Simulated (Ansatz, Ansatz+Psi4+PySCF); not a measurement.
```xyz
2

C     0.0000    0.0000   -0.6110
N     0.0000    0.0000    2.7934
```

Basis set: cc-pVTZ (spherical functions). Correlated methods keep 2 orbitals frozen. Correlation on ROHF uses semicanonical orbitals with singles. Charge 0, multiplicity 2.

Computed with Ansatz (development build ahead of 0.2.0); each method stands on the lowest determinant of its kind that the runs found.

Problem. Give the atomization energy at this shape (free ground-state atoms in the same class of orbitals less the molecule, no zero-point energy) of doublet CN by UHF-CCSD(T), UHF-CCSD, UHF-MP2, ROHF-MP2, ROHF, UHF.

Solution.

```
     method  atomization energy
UHF-CCSD(T)             0.01 eV
   UHF-CCSD             0.01 eV
    UHF-MP2             0.01 eV
   ROHF-MP2            -5.11 eV
       ROHF            -5.95 eV
        UHF             0.00 eV
```

Caution for UHF-CCSD(T), UHF-CCSD, UHF-MP2: a plain start can end on a higher determinant. Caution for UHF-CCSD(T): another reference gives a lower total. Caution for UHF-CCSD(T), UHF-CCSD, UHF-MP2, UHF: the unrestricted determinant is a mixture of spin states. Caution for ROHF-MP2, ROHF: an unrestricted determinant lies well below; the determinant may break the point group; the molecule lies well above its atoms at this level. Caution for ROHF-MP2: bonds are stretched, where a single reference can fail.
